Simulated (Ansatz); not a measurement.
# diamond against fcc along group 11 and 12

Theory: DFT, PBEsol, plane waves (420 eV) with PAW, scalar-relativistic in Ansatz. (PAW data from PBE, frozen cores regenerated.)

Each structure is relaxed within its symmetry, in the lowest magnetic state of the tried starts. Differences under about 8 meV lie within the error of the k-point mesh.

```
element  E(diamond) − E(fcc) (meV/atom)  V(diamond) (Å³/atom)  V(fcc) (Å³/atom)   state of diamond       state of fcc
     Cu                            1201                 17.89             11.31  spin not included  spin not included
     Ag                             990                 27.49             16.64  spin not included  spin not included
     Au                               ?                     ?                 ?                  ?                  ?
     Zn                             583                 22.58             14.19  spin not included  spin not included
     Cd                             463                 33.41             20.97  spin not included  spin not included
```

Q: Fill in the row of Au.

A: E(diamond) − E(fcc) (meV/atom): 943; V(diamond) (Å³/atom): 27.33; V(fcc) (Å³/atom): 17.00; state of diamond: spin not included; state of fcc: spin not included.
